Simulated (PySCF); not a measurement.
## How well do the runs reproduce experiment for CFCl3?

**Experimental background.**

NIST CCCBDB Release 22 (SRD 101), experimental dipoles lists, for the gas: dipole moment (microwave Stark effect, vibrational ground state) 0.46 ± 0.02 D.

The results are set against them at the end.

CFCl3.
Numbering: `[F:1][C:2]([Cl:3])([Cl:4])[Cl:5]`

Geometry (GFN2-xTB, Å), atoms numbered from 1 in this order:
```
atom  x, y, z in Å
F1     0.0603   -0.1410    1.3961
C2     0.0046   -0.0063    0.0667
Cl3   -0.4579    1.6606   -0.3126
Cl4    1.6028   -0.3706   -0.6039
Cl5   -1.2011   -1.1397   -0.5634
```

The PySCF runs (gas phase, on this GFN2-xTB geometry; no spin–orbit coupling):

```csv
level,job,basis functions,wall time
B3LYP/pcseg-1,shieldings,82,3.3 s
B97-D/pcseg-1,shieldings,82,5.3 s
BLYP/pcseg-1,shieldings,82,4.4 s
BP86/pcseg-1,shieldings,82,5.6 s
HF/pcseg-1,shieldings,82,1.3 s
KT2/pcseg-1,shieldings,82,6.0 s
KT3/pcseg-1,shieldings,82,5.9 s
LDA/pcseg-1,shieldings,82,3.6 s
OPBE/pcseg-1,shieldings,82,4.9 s
PBE/pcseg-1,shieldings,82,5.1 s
PW91/ANO-RCC-VDZP,shieldings,82,12 s
X3LYP/ANO-RCC-VDZP,shieldings,82,6.0 s
```

Hardware: one thread, Intel Xeon at 2.30 GHz (x86_64), shared host.

## Comparison

**Dipole moment.** Measured: 0.46 D (NIST CCCBDB Release 22 (SRD 101), experimental dipoles).

| level | computed (D) | computed − measured (D) | % (from the printed values) |
| --- | --- | --- | --- |
| B3LYP/pcseg-1 | 0.47 | +0.01 | +2 |
| B97-D/pcseg-1 | 0.39 | -0.07 | -15 |
| BLYP/pcseg-1 | 0.36 | -0.10 | -22 |
| BP86/pcseg-1 | 0.38 | -0.08 | -17 |
| HF/pcseg-1 | 0.68 | +0.22 | +48 |
| KT2/pcseg-1 | 0.41 | -0.05 | -11 |
| KT3/pcseg-1 | 0.38 | -0.08 | -17 |
| LDA/pcseg-1 | 0.41 | -0.05 | -11 |
| OPBE/pcseg-1 | 0.36 | -0.10 | -22 |
| PBE/pcseg-1 | 0.36 | -0.10 | -22 |
| PW91/ANO-RCC-VDZP | 0.41 | -0.05 | -11 |
| X3LYP/ANO-RCC-VDZP | 0.52 | +0.06 | +13 |

Closest is B3LYP/pcseg-1 (+0.01 D), furthest HF/pcseg-1 (+0.22 D); one molecule doesn't rank methods. The computed dipoles belong to one fixed geometry; measured ones are averaged over vibrations unless marked μe. Magnitudes are compared, not signs.

The geometry is computed, not the measured one. Where a level misses, the cause wasn't examined.
